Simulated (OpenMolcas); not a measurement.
# One shape, several levels: S2F2 (Difluorodisulfane)

We compute a comparison of 6 runs (HF/STO-3G, M06-2X/STO-3G, PBE0/STO-3G, SVWN5/STO-3G, r2SCAN/STO-3G, MP2/STO-3G) of S2F2 (Difluorodisulfane). 

Program for the calculation: OpenMolcas 26.06.

1 further run of the same task is left out (it didn't finish).

### 1 Starting point

The species is S2F2 (4 atoms), meant as a singlet with charge 0. SMILES: `FSSF`. The coordinates come from a GFN2-xTB relaxation.

Bond lengths: F1–S2 1.695 Å, S2–S3 1.921 Å, S3–F4 1.694 Å. Angles: F1–S2–S3 106.1°, S2–S3–F4 105.9°.

### 2 A single-point energy at HF/STO-3G (run 1)

mol.inp reads:

```
&GATEWAY
BasLib
$CurrDir
Coord
4
bohr
F     -3.41537761    -0.41893338    -1.18648344
S     -0.86766775     1.52215550    -1.17854659
S      1.99475710    -0.57358857    -0.41158235
F      2.28826936    -0.52961464     2.77661239
Basis
STO-3G
Group
NoSym
&SEWARD
&SCF
Thresholds
1e-10 1e-07 1e-07 1e-05
PrOrbitals
1 1
```

The basis set STO-3G is read from a file made from the Basis Set Exchange's data (not shown).

On the command line:

```console
$ export MOLCAS_MEM=1860
$ pymolcas mol.inp > mol.log
```

Log:

```text
--- Start Module: gateway ---
[...]
--- Stop Module: gateway /rc=_RC_ALL_IS_WELL_ ---
--- Start Module: seward ---
[...]
      Basis functions           28
--- Stop Module: seward /rc=_RC_ALL_IS_WELL_ ---
--- Start Module: scf ---
[...]
       Convergence after  12 Iterations
[...]
::    Total SCF energy                               -982.3392251148
[...]
      Total spin, S                                     0.0000000000
[...]
      Total electronic charge=   50.000000
      Total            charge=   -0.000000
[...]
      Dipole Moment (debye):
      Origin of the operator (angstrom)=    0.0759    0.0639   -0.1071
                   X=  3.0380E-01               Y=  2.4937E-01               Z= -4.2633E-01           Total=  5.7986E-01
      Quadrupole Moment (debye*angstrom):
[...]
--- Stop Module: scf /rc=_RC_ALL_IS_WELL_ ---
[...]
```

Wall time 1.1 s (1 thread of AMD EPYC 9R45 (Zen 5), shared host); peak memory 0.37 GiB.

### 3 The energy at M06-2X/STO-3G (run 2)

mol.input reads:

```
>>> EXPORT MOLCAS_PRINT=2

&GATEWAY
 BasLib=$CurrDir
 Coord
 4
 bohr
 F     -3.41537761    -0.41893338    -1.18648344
 S     -0.86766775     1.52215550    -1.17854659
 S      1.99475710    -0.57358857    -0.41158235
 F      2.28826936    -0.52961464     2.77661239
 Basis=STO-3G
 Group=NoSym

&SEWARD
 GridInput
 Grid=UltraFine
 End of Grid

&SCF
 KSDFT=M062X
 Thresholds=1e-10 1e-07 1e-07 1e-05
 PrOrbitals=1 1
```

The basis set STO-3G is read from a file made from the Basis Set Exchange's data (not shown).

On the command line:

```console
$ export MOLCAS_MEM=1860
$ pymolcas mol.input > mol.log
```

Log:

```text
--- Start Module: gateway ---
[...]
--- Stop Module: gateway /rc=_RC_ALL_IS_WELL_ ---
--- Start Module: seward ---
[...]
      Basis functions           28
--- Stop Module: seward /rc=_RC_ALL_IS_WELL_ ---
--- Start Module: scf ---
[...]
       Convergence after  12 Iterations
[...]
::    Total KS-DFT energy                            -984.2939993735
[...]
      Total spin, S                                     0.0000000000
[...]
      Total electronic charge=   50.000000
      Total            charge=   -0.000000
[...]
      Dipole Moment (debye):
      Origin of the operator (angstrom)=    0.0759    0.0639   -0.1071
                   X=  2.3259E-01               Y=  1.8997E-01               Z= -3.2552E-01           Total=  4.4289E-01
      Quadrupole Moment (debye*angstrom):
[...]
--- Stop Module: scf /rc=_RC_ALL_IS_WELL_ ---
[...]
```

Wall time 2.8 s (1 thread of AMD EPYC 9R45 (Zen 5), shared host); peak memory 0.37 GiB.

Runs 3 to 5 aren't shown in full; the table further down has their settings and results.

### 4 A single-point energy at MP2/STO-3G (run 6)

mol.inp reads:

```
* F2S2 MP2

&GATEWAY
  BasLib = $CurrDir
  Coord
  4
  bohr
  F     -3.41537761    -0.41893338    -1.18648344
  S     -0.86766775     1.52215550    -1.17854659
  S      1.99475710    -0.57358857    -0.41158235
  F      2.28826936    -0.52961464     2.77661239
  Basis = STO-3G
  Group = NoSym

&SEWARD

&SCF
  Thresholds = 1e-10 1e-07 1e-07 1e-05
  PrOrbitals = 1 1

&MBPT2
  Frozen = 12
```

The basis set STO-3G is read from a file made from the Basis Set Exchange's data (not shown).

On the command line:

```console
$ export MOLCAS_MEM=1860
$ pymolcas mol.inp > mol.log
```

Log:

```text
--- Start Module: gateway ---
[...]
--- Stop Module: gateway /rc=_RC_ALL_IS_WELL_ ---
[...]
      Basis functions           28
[...]
--- Start Module: scf ---
[...]
       Convergence after  12 Iterations
[...]
::    Total SCF energy                               -982.3392251148
[...]
      Total spin, S                                     0.0000000000
[...]
      Total electronic charge=   50.000000
      Total            charge=   -0.000000
[...]
      Dipole Moment (debye):
      Origin of the operator (angstrom)=    0.0759    0.0639   -0.1071
                   X=  3.0380E-01               Y=  2.4937E-01               Z= -4.2633E-01           Total=  5.7986E-01
      Quadrupole Moment (debye*angstrom):
[...]
--- Stop Module: scf /rc=_RC_ALL_IS_WELL_ ---
--- Start Module: mbpt2 ---
[...]
WARNING!
Default frozen orbitals as non valence orbitals is overwritten by user input.
Default values:  12
[...]
       Reference weight ( Cref**2 )         =        0.95284
::    Total MBPT2 energy                             -982.4233568820
[...]
      Total MBPT2 calculations                           0.03      0.02
--- Stop Module: mbpt2 /rc=_RC_ALL_IS_WELL_ ---
[...]
```

Run time: 1.2 s. Hardware: 1 thread of AMD EPYC 9R45 (Zen 5), shared host; peak memory 0.37 GiB.

### 5 All runs side by side

| run | level | integration grid | frozen core orbitals | energy (Eh) | dipole moment (D) of the reference | HOMO energy (eV) | LUMO energy (eV) | wall time |
| --- | --- | --- | --- | --- | --- | --- | --- | --- |
| 1 | HF/STO-3G | – | – | -982.339225 | 0.58 | -7.89 | 8.95 | 1.1 s |
| 2 | M06-2X/STO-3G | UltraFine | – | -984.293999 | 0.44 | -5.40 | 5.25 | 2.8 s |
| 3 | PBE0/STO-3G | UltraFine | – | -983.851206 | 0.45 | -3.83 | 3.87 | 2.5 s |
| 4 | SVWN5/STO-3G | UltraFine | – | -980.170683 | 0.39 | -1.72 | 2.69 | 2.2 s |
| 5 | r2SCAN/STO-3G | UltraFine | – | -984.191052 | 0.51 | -2.33 | 2.88 | 3.6 s |
| 6 | MP2/STO-3G | – | 12 | -982.423357 | 0.58 | -7.89 | 8.95 | 1.2 s |

### 6 Outcome

| quantity | value |
| --- | --- |
| run 6: total energy | -982.42336 Eh |
| run 6: dipole moment (mean-field density) | 0.58 D |
| run 6: HOMO energy (Hartree–Fock orbitals) | -7.89 eV |
| run 6: LUMO energy (Hartree–Fock orbitals) | 8.95 eV |
| run 6: HOMO–LUMO gap (Hartree–Fock orbitals) | 16.84 eV |
| run 6: correlation energy (12 core orbitals frozen) | -84.1 mEh |

In words: Over runs 1, 2, 3, 4, 5 the dipole moment (its size) runs from 0.39 D (SVWN5/STO-3G) to 0.58 D (HF/STO-3G). Over runs 1, 2, 3, 4, 5 the HOMO–LUMO gap runs from 4.41 eV (SVWN5/STO-3G) to 16.84 eV (HF/STO-3G). Exact exchange widens orbital gaps. Totals of different functionals can't be ranked against each other. In runs 1, 2, 3, 4, 5, 6 the basis is minimal, so the values are rough. All runs together took 13 s, the longest 3.6 s.
